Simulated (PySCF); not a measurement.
## Helium: a sound run and one with changed settings

Sound run: He 1s2, He⁺ 1s1. All numbers are calculated (PySCF 2.14, the non-relativistic Hamiltonian (point nucleus), in cc-pVDZ). The sound run starts from symmetry-adapted Hartree-Fock orbitals and uses a fine grid where one is needed.

Changed run: 6 angular points. This setting is unsound on purpose.

```tsv
species	method	sound run (hartree)	changed run (hartree)	converged
He	UHF	-2.85516	-2.85516	yes
He	r2SCAN	-2.89750	-2.89750	yes
He	BP86	-2.89812	-2.89812	yes
He⁺	UHF	-1.99362	-1.99362	yes
He⁺	r2SCAN	-1.99452	-1.99452	yes
He⁺	BP86	-1.98739	-1.98739	yes
```

Ionisation energy of He:

```
method  sound run (eV)  changed run (eV)
   UHF          23.444            23.444
r2SCAN          24.571            24.571
  BP86          24.782            24.782
```

Here the setting changes nothing at the digits shown.

For comparison, NIST gives 24.587 eV between the lowest levels.
